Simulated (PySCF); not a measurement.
An unknown is described by computed data only.

Formula: C3H4ClN.

* XPS: Cl2p3/2 206.5, C1s 291.9, C1s 292.7, C1s 294.0, N1s 405.6, Cl1s 2829.1 eV [ΔSCF SCAN, pcX-2 on the ionised atom, pcseg-1 elsewhere, spin-free X2C, 2p3/2 from a spin–orbit splitting computed afterwards within the 2p shell]
* UV, first state: lowest singlet excitation: 6.71 eV (185 nm, f = 0.000) [TDDFT CAM-B3LYP/def2-SVPD]
* Polarisability: 53.7 au [CAM-B3LYP/def2-SVPD]
* Rotational structure: rotational constants A, B, C: 5.848, 3.166, 2.196 GHz [GFN2-xTB]
* Dipole: 3.74 D [CAM-B3LYP/def2-SVPD]
* UV, strongest line: among the 8 lowest singlet transitions: S4 at 7.85 eV (158 nm, f = 0.041) [TDDFT CAM-B3LYP/def2-SVPD]
* Triplet: lowest triplet excitation (Tamm–Dancoff): 5.91 eV [TDA CAM-B3LYP/def2-SVPD]

Gas-phase values; electronic properties from PySCF, density fitting. Levels stand in brackets. Geometry: GFN2-xTB; no solvent, vibrations or thermal averaging.

Task: What is the compound? Reason from the data.

Result: Numbering: `[CH3:1][C@@H:2]([Cl:3])[C:4]#[N:5]`. Its formula, C3H4ClN, gives 2 degrees of unsaturation: 0 rings and 2 π bonds in the structure found. The core levels belong to: Cl2p3/2 206.5 eV, alkyl chlorine [Cl3]; C1s 291.9 eV, methyl carbon [C1]; C1s 292.7 eV, nitrile carbon [C4]; C1s 294.0 eV, sp3 C–Cl carbon [C2]; N1s 405.6 eV, nitrile nitrogen [N5]; Cl1s 2829.1 eV, alkyl chlorine [Cl3]. The optimised geometry has point group C1 and is an asymmetric top. Structure: `C[C@@H](Cl)C#N` (2-chloropropionitrile). Computed isomers that give other values at the same levels: `N#CCCCl` (lowest singlet excitation: 7.31 eV (169 nm, f = 0.000)); `C=N/C=C/Cl` (rotational constant A: 24.155 GHz; this holds for the one conformer computed); `[H]/N=C\C(=C)Cl` (rotational constant A: 5.512 GHz; this holds for the one conformer computed). The assignments are read from this structure; whether some other isomer fits the data as well wasn't checked. The mirror image fits equally.
